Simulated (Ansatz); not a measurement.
Basis sets over 8 cases of the atomisation energy at PBE0 with Ansatz (Al to Cl present), each against its own reference: (a) the value in aug-cc-pV5Z; (b) the value in pcseg-4. By their distance from other large sets or by the extrapolation step the references are unsure by up to roughly 0.14 kcal/mol. B3LYP-D3(BJ)/def2-TZVP geometries; electronic energies; unrestricted open shells; no added dispersion term; no relativity. Cartesian d functions in some cases of 6-31G*, 6-31+G*. (X+d) sets on Al to Cl for cc-pVXZ and aug-cc-pVXZ. 

Cases are drawn at random; left out are references unsure by over 1.3 kcal/mol, doubtful singlets, and cases whose largest runs show a restricted determinant unstable towards unrestricted orbitals, <S^2> over 0.1 too high or, where CCSD(T) ran, T1 over 0.025 (0.045 for open shells). Sets are drawn from those converged to one state in every case.

Cases (SMILES) and reference values:
- [S+]#[C-] (C-S) → C atom + S atom: 168.33 kcal/mol (a)
- [SiH]=O (O-SiH) → H atom + O atom + Si atom: 211.55 kcal/mol (b)
- ClF (F-Cl) → Cl atom + F atom: 61.25 kcal/mol (a)
- Cl[Si] (Si-Cl) → Cl atom + Si atom: 102.89 kcal/mol (a)
- [SiH4] (SiH4) → 4 H atom + Si atom: 315.70 kcal/mol (b)
- ClO (OH-Cl) → Cl atom + H atom + O atom: 163.23 kcal/mol (b)
- [Al]([F])[F] → Al atom + 2 F atom: 264.17 kcal/mol (a)
- ClB(Cl)Cl → B atom + 3 Cl atom: 329.22 kcal/mol (b)

```tsv
basis	functions over def2-SVP (largest species, mean of cases)	mean signed deviation (kcal/mol)	mean absolute	largest	within 4 kcal/mol
6-31G	0.7	-33.85	33.85	49.51	0 of 8
def2-SV(P)	0.9	-4.88	6.55	12.85	2 of 8
6-31G*	1.0	-5.37	5.37	9.53	2 of 8
pcseg-1	1.0	-7.74	7.74	12.29	1 of 8
6-31+G*	1.2	-6.11	6.11	9.33	1 of 8
aug-pcseg-1	1.6	-4.52	4.52	7.50	3 of 8
def2-TZVPD	2.5	-0.79	0.80	2.35	8 of 8
def2-TZVPPD	2.8	-0.62	0.63	2.29	8 of 8
aug-pcseg-3	5.8	0.03	0.06	0.21	8 of 8
cc-pV5Z	6.4	-0.01	0.08	0.13	8 of 8
```

Among the sets for which every case ran a larger relative (same family, alike in diffuse functions, listed or not), the smallest listed that holds all cases within 4 kcal/mol together with them is def2-TZVPD, at 2.5 times the functions of def2-SVP. Inside, though some case ran no larger relative to test it: aug-pcseg-3, cc-pV5Z. Largest deviations of relatives not listed, over the cases that ran them: def2-QZVPPD 0.52 kcal/mol. These figures hold for the cases listed.

Ansatz is a first-principles code.
